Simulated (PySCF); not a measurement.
Compound: C3H8OP (charge -1).
SMILES with atom numbers: `[CH3:1][O:2][CH2:3][CH2:4][PH-:5]` (hydrogens: H6, H7, H8 on C1; H9, H10 on C3; H11, H12 on C4; H13 on P5)

The dihedral C4–C3–O2–C1 (about C3–O2) is held at set values while the rest relaxes with GFN2-xTB, each point from its own start; single points follow at PBE0/pcSseg-1 (PySCF, gas phase, no added dispersion term).

Question: How do energy and geometry vary along the scan?

Answer: 
```json
{"dihedral (°)": "0", "PBE0/pcSseg-1 (kcal/mol)": "7.5", "GFN2-xTB (kcal/mol)": "5.3", "C4···C1 (Å)": "2.82", "C3–O2 (Å)": "1.431", "C4–C3–O2 (°)": "118.8", "C3–O2–C1 (°)": "118.0", "O2–C3–C4–P5 (°)": "88"}
{"dihedral (°)": "30", "PBE0/pcSseg-1 (kcal/mol)": "5.0", "GFN2-xTB (kcal/mol)": "4.1", "C4···C1 (Å)": "2.84", "C3–O2 (Å)": "1.421", "C4–C3–O2 (°)": "118.0", "C3–O2–C1 (°)": "116.2", "O2–C3–C4–P5 (°)": "70"}
{"dihedral (°)": "60", "PBE0/pcSseg-1 (kcal/mol)": "4.2", "GFN2-xTB (kcal/mol)": "3.4", "C4···C1 (Å)": "2.98", "C3–O2 (Å)": "1.413", "C4–C3–O2 (°)": "116.6", "C3–O2–C1 (°)": "114.1", "O2–C3–C4–P5 (°)": "63"}
{"dihedral (°)": "90", "PBE0/pcSseg-1 (kcal/mol)": "6.1", "GFN2-xTB (kcal/mol)": "5.1", "C4···C1 (Å)": "3.22", "C3–O2 (Å)": "1.419", "C4–C3–O2 (°)": "114.2", "C3–O2–C1 (°)": "113.7", "O2–C3–C4–P5 (°)": "80"}
{"dihedral (°)": "120", "PBE0/pcSseg-1 (kcal/mol)": "2.0", "GFN2-xTB (kcal/mol)": "1.3", "C4···C1 (Å)": "3.47", "C3–O2 (Å)": "1.438", "C4–C3–O2 (°)": "112.6", "C3–O2–C1 (°)": "114.1", "O2–C3–C4–P5 (°)": "-176"}
{"dihedral (°)": "150", "PBE0/pcSseg-1 (kcal/mol)": "1.1", "GFN2-xTB (kcal/mol)": "0.9", "C4···C1 (Å)": "3.63", "C3–O2 (Å)": "1.432", "C4–C3–O2 (°)": "111.6", "C3–O2–C1 (°)": "113.3", "O2–C3–C4–P5 (°)": "-177"}
{"dihedral (°)": "180", "PBE0/pcSseg-1 (kcal/mol)": "0.0", "GFN2-xTB (kcal/mol)": "0.0", "C4···C1 (Å)": "3.68", "C3–O2 (Å)": "1.426", "C4–C3–O2 (°)": "111.3", "C3–O2–C1 (°)": "112.2", "O2–C3–C4–P5 (°)": "-179"}
{"dihedral (°)": "210", "PBE0/pcSseg-1 (kcal/mol)": "5.0", "GFN2-xTB (kcal/mol)": "4.6", "C4···C1 (Å)": "3.62", "C3–O2 (Å)": "1.418", "C4–C3–O2 (°)": "110.7", "C3–O2–C1 (°)": "113.3", "O2–C3–C4–P5 (°)": "87"}
{"dihedral (°)": "240", "PBE0/pcSseg-1 (kcal/mol)": "3.6", "GFN2-xTB (kcal/mol)": "4.0", "C4···C1 (Å)": "3.46", "C3–O2 (Å)": "1.422", "C4–C3–O2 (°)": "112.3", "C3–O2–C1 (°)": "113.9", "O2–C3–C4–P5 (°)": "78"}
{"dihedral (°)": "270", "PBE0/pcSseg-1 (kcal/mol)": "2.2", "GFN2-xTB (kcal/mol)": "1.5", "C4···C1 (Å)": "3.22", "C3–O2 (Å)": "1.417", "C4–C3–O2 (°)": "114.8", "C3–O2–C1 (°)": "112.4", "O2–C3–C4–P5 (°)": "77"}
{"dihedral (°)": "300", "PBE0/pcSseg-1 (kcal/mol)": "3.9", "GFN2-xTB (kcal/mol)": "1.4", "C4···C1 (Å)": "2.97", "C3–O2 (Å)": "1.418", "C4–C3–O2 (°)": "116.1", "C3–O2–C1 (°)": "113.5", "O2–C3–C4–P5 (°)": "100"}
{"dihedral (°)": "330", "PBE0/pcSseg-1 (kcal/mol)": "6.5", "GFN2-xTB (kcal/mol)": "3.6", "C4···C1 (Å)": "2.84", "C3–O2 (Å)": "1.422", "C4–C3–O2 (°)": "118.4", "C3–O2–C1 (°)": "115.5", "O2–C3–C4–P5 (°)": "85"}
```

Each energy column counts from its own lowest point. The ion is computed bare, without counter-ion or solvent.

Question: Where are the low and high points of the PBE0/pcSseg-1 curve on this grid?

Answer: Below both neighbours: 60° (synclinal, 4.2), 180° (antiperiplanar, 0.0), 270° (2.2). Above both neighbours: 0° (7.5), 90° (6.1), 210° (5.0) kcal/mol. The highest point lies 7.5 kcal/mol above the lowest; in GFN2-xTB the span is 5.3, with the lowest point at 180°. Another torsion, O2–C3–C4–P5, turns by more than 45° between some neighbouring points, so the curve isn't one smooth path.

Question: How much does C3–O2 change along the scan?

Answer: From 1.413 Å (at 60°) to 1.438 Å (at 120°).
